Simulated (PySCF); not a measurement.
How methods differ on the electron affinity of S

S⁻ [Ne] 3s2 3p5 (2P) → S [Ne] 3s2 3p4 (3P), as a difference of total energies. All numbers are calculated (PySCF 2.14, the non-relativistic Hamiltonian (point nucleus), in def2-QZVPPD (10s7p5d2f1g, 79 functions)). Correlated levels: valence: [Ne] frozen; valence and next inner shell: 1s2 frozen. The calculations carry no spin-orbit coupling.

```json
{"method": "UHF", "electron affinity (eV)": "0.881", "error (eV)": "-1.196"}
{"method": "LDA", "electron affinity (eV)": "2.394", "error (eV)": "+0.317"}
{"method": "PBE", "electron affinity (eV)": "2.168", "error (eV)": "+0.091"}
{"method": "PBE0", "electron affinity (eV)": "2.065", "error (eV)": "-0.012"}
{"method": "r2SCAN", "electron affinity (eV)": "2.126", "error (eV)": "+0.049"}
{"method": "CAM-B3LYP", "electron affinity (eV)": "2.155", "error (eV)": "+0.078"}
{"method": "BLYP", "electron affinity (eV)": "2.130", "error (eV)": "+0.053"}
{"method": "BHandHLYP", "electron affinity (eV)": "1.945", "error (eV)": "-0.132"}
{"method": "B2PLYP", "electron affinity (eV)": "2.058", "error (eV)": "-0.019"}
{"method": "MP2 (valence)", "electron affinity (eV)": "1.979", "error (eV)": "-0.098"}
{"method": "SCS-MP2 (valence)", "electron affinity (eV)": "1.987", "error (eV)": "-0.090"}
{"method": "MP2 (valence and next inner shell)", "electron affinity (eV)": "1.979", "error (eV)": "-0.098"}
{"method": "SCS-MP2 (valence and next inner shell)", "electron affinity (eV)": "1.985", "error (eV)": "-0.092"}
```

Reference: 2.077 eV (measured; photodetachment measurements, as compiled on the Wikipedia data page of electron affinities).

Errors of the correlated levels include the incompleteness of this basis and the frozen core.

In the anion the highest occupied orbital energy is positive at LDA, PBE, PBE0, r2SCAN, BLYP, a self-interaction effect; the basis confines that electron, and the energy difference can still be sensible.
